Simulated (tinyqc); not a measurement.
Orbital energy against energy difference: ionisation energy by orbital energies and by energy differences in the cc-pvdz basis, for HF, spin multiplicity 1. Computed by the program tinyqc with PySCF. 

Geometry (angstrom):
```
atom,x,y,z
F,0.0000,0.0000,0.0000
H,0.0000,0.0000,0.8670
```

CCSD(T) difference in the same basis = 15.6493 eV

IP-EOM-CCSD = 15.4163 eV

The cation is unrestricted; errors are against CCSD(T) in this basis, not against experiment.

First vertical ionisation energy (eV):
```
method,-e(HOMO),E(cation) - E,error of -e(HOMO),error of the difference
HF,17.2549,14.387219,1.6055,-1.2621
LDA,8.5646,16.398835,-7.0848,0.7495
PBE,8.4299,15.970101,-7.2194,0.3208
B3LYP,10.4788,16.025223,-5.1706,0.3759
PBE0,10.9245,15.897249,-4.7248,0.2479
CAM-B3LYP,12.4305,16.017476,-3.2189,0.3681
LC-wPBE,13.7798,16.080166,-1.8695,0.4308
```

Koopmans errs by +1.61 eV and Delta-HF by -1.26 eV: relaxation, 2.87 eV, lowers the value and the missing correlation difference works against it. The PBE level is off by -7.2 eV through the wrong tail of its potential, though its energy difference is off by +0.32 eV; exact exchange deepens the level, and among the orbital energies HF comes closest; among the differences PBE0 does.
